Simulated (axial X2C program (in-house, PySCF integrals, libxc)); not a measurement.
# Testing model relations on PH⁻

A bond curve at the CCSD(T) level, 2c, was computed with an axial X2C code built on PySCF integrals (basis P dyall-av3z [9s8p3d2f], H dyall-av3z [7s3p2d] (cores contracted in-house)) for the state Ω = 3/2 (⟨Sz⟩ = 0.50, ⟨Lz⟩ = 1.00 at HF). Its fit gives Re = 1.4432 Å, ωe = 2238.2 cm⁻¹, ωexe = 46.7 cm⁻¹ and αe = 2.702e-01 cm⁻¹; the masses are 30.9738 and 1.0078 u. Two-component means X2C with spin–orbit coupling and atomic mean-field Coulomb and Gaunt terms.

Correlated methods: 7 electrons correlated (number of frozen shells: P 2 s, 1 p; H none), 149 virtual spin orbitals or spinors in MP2, 90 natural virtuals in coupled cluster.

Question: Find the reduced mass, Be and the force constant.

Answer: From the CCSD(T) values: μ = 0.9760 u. Be = 16.8576/(μ Re²) = 8.292 cm⁻¹. k = 5.8918×10⁻⁷ μ ωe² = 2.88 mdyn/Å.

Question: Where do the fundamental and the first overtone lie?

Answer: ν(1←0) = ωe − 2ωexe = 2144.8 cm⁻¹; ν(2←0) = 2ωe − 6ωexe = 4196.2 cm⁻¹.

Question: A Morse curve ties αe to the other constants (Pekeris). How well does that hold?

Answer: αe(Morse) = 6Be²/ωe × (√(ωexe/Be) − 1) = 2.531e-01 cm⁻¹; the CCSD(T) curve gives 2.702e-01 cm⁻¹, a ratio of 0.94.

Question: Estimate the centrifugal constant by the Kratzer relation.

Answer: D = 4Be³/ωe² = 4.55e-04 cm⁻¹.

Question: Scale the constants to the deuteride (D 2.0141 u) within the Born–Oppenheimer picture.

Answer: ρ = √(μH/μD) = 0.7184; ωe = 1608.0, ωexe = 24.1, Be = 4.28 cm⁻¹; the zero-point energy falls by 309 cm⁻¹.

Occupations by symmetry block were frozen at the best pattern of an incomplete PBE0 search. Coupled cluster ran in a truncated set of natural virtual spinors; the MP2 energy of the rest was added. (T) has no such correction and the atoms are truncated less, which lowers De at CCSD(T) by a hundredth of an eV or more.
